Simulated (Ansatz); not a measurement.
```yaml
crystal:
  periodic: [false, false, false]
  atoms:
    - {symbol: O, position_ang: [-2.045188, -0.415889, -0.001814]}
    - {symbol: Al, position_ang: [-0.642400, 0.300590, 0.001072]}
    - {symbol: Si, position_ang: [1.780233, -0.113691, -0.000233]}
    - {symbol: H, position_ang: [0.055568, 1.722978, 0.006567]}
basis:
  gaussian: {orbitals: def2-TZVP}
magnetization: {spin_polarized: true, initial_magnetization: 2}
hamiltonian: {xc: pbe0}
relax: {f_tol: 0.004, max_steps: 80}
```

```sh
$ ansatz run in.yaml --threads 1 --pin off --events-out ev --progress --plain --max-ram 2176MiB
```

Steps of the relaxation (energy above the last step; positions in Å, forces in eV/Å):

```
4
step 1, 712.7 meV
O    -2.045   -0.416   -0.002   -1.765   -0.949   -0.004
Al   -0.642    0.301    0.001    1.121    0.299    0.001
Si    1.780   -0.114    0.000   -0.082    0.317    0.001
H     0.056    1.723    0.007    0.726    0.334    0.001
```

```
4
step 2, 431.8 meV
O    -2.147   -0.405   -0.002   -0.529   -0.177   -0.001
Al   -0.684    0.239    0.001    0.177   -0.285   -0.001
Si    1.765    0.051    0.000   -0.482    0.580    0.002
H     0.214    1.609    0.006    0.833   -0.119    0.000
```

```
4
step 3, 124.2 meV
O    -2.216   -0.383   -0.002   -0.094    0.095    0.000
Al   -0.712    0.182    0.001   -0.157   -0.543   -0.002
Si    1.715    0.216    0.001   -0.471    0.469    0.002
H     0.362    1.479    0.006    0.722   -0.021    0.000
```

```
4
step 6, 1.7 meV
O    -2.277   -0.314   -0.001    0.129    0.060    0.000
Al   -0.698    0.031    0.000   -0.124   -0.079    0.000
Si    1.673    0.334    0.001    0.075   -0.052    0.000
H     0.450    1.442    0.006   -0.080    0.071    0.000
```

```
4
step 9, 0.0 meV
O    -2.274   -0.296   -0.001    0.003    0.001    0.000
Al   -0.691    0.013    0.000   -0.002    0.000    0.000
Si    1.679    0.338    0.001    0.001    0.000    0.000
H     0.434    1.439    0.006   -0.002   -0.001    0.000
```

Close pairs at the end: O1–Al2 1.613 Å, Si3–H4 1.662 Å, Al2–H4 1.816 Å, Al2–Si3 2.392 Å.

A stationary point of unrestricted PBE0 after 9 steps, with ⟨S²⟩ = 2.031 against 2.00 for a pure state; no frequencies were run, so it isn't proven a minimum. 54 s on 1 thread of Intel Xeon Platinum 8488C, shared host.
